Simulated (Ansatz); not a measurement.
mu-NH2-B2H5 (B₂NH₇), relaxed as a singlet with RKS PBE-D4/def2-TZVP in Ansatz, starting from the GFN2-xTB geometry. Force threshold 0.02 eV/Å.

Start:

Cartesian coordinates in Å:
```
B -0.278 0.327 0.932
N -0.334 0.533 -0.603
B 0.538 -0.742 -0.462
H 0.485 -0.771 0.873
H 0.347 1.155 1.491
H -1.312 0.006 1.397
H -1.235 0.422 -1.045
H 0.122 1.357 -0.968
H 0.003 -1.716 -0.853
H 1.665 -0.571 -0.762
```

Question: Estimate the energy that the relaxation releases and the steps that it takes.

Answer: 7.6 kJ/mol, in 5 steps; 3.2 s on 4 threads of Arm Neoverse V1 on a shared host. No frequencies were taken in this run, so the end may be a saddle point.

Question: Does the start keep its bonding and symmetry?

Answer: By distances, no bond broke or formed. The bond that changes most is B1–B3, from 1.94 to 1.90 Å (atoms count from 1). Point group C2v at the start, C2v at the end, both within 0.05 Å.

Question: Predict the relaxed structure.

Answer: 
```xyz
10

B    -0.2784    0.3293    0.9074
N    -0.3508    0.5600   -0.6340
B     0.5236   -0.7209   -0.4641
H     0.4873   -0.7768    0.8798
H     0.4055    1.1277    1.4886
H    -1.3079   -0.0558    1.3920
H    -1.2601    0.4361   -1.0709
H     0.1181    1.3872   -0.9933
H    -0.0256   -1.7348   -0.8007
H     1.6883   -0.5520   -0.7049
```
Bond lengths: 2 × B–N 1.56 Å; 1 × B–B 1.90 Å; 6 × B–H 1.20 to 1.35 Å; 2 × H–N 1.02 Å.
